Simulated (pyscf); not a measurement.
PySCF, gas phase, ωB97X-D3(BJ)/def2-SVP geometries. Correlated levels are frozen-core, on RHF or UHF. ΔMP2 is the change of the MP2 total energy from the triple- to the quadruple-zeta basis.

Task: What is the homolytic dissociation enthalpy (298 K, CCSD(T)/def2-TZVPP + ΔMP2(QZVPP)) of the N–Zr bond of H₂N–ZrH(Cl)–Cl, to NH₂• + [Cl–ZrH–Cl]•?

Result: N–Zr to NH₂• + [Cl–ZrH–Cl]•: 440.9 kJ/mol. The radicals are drawn with the spin at the cut bond; how far it spreads was not checked. The CCSD(T) − MP2 part came from Ansatz, without density fitting, on the same reference. The frozen core leaves the outer d or s,p core shells of the metals and heavy elements correlated in the MP2 and CC values, and def2-TZVPP describes them poorly, which can shift differences by a few kcal/mol. Open-shell species with a d-block atom are single-reference here; other states, and whether the spin sits on metal or ligand, were not checked. Elements past Kr carry the def2 core potentials, without spin-orbit coupling.
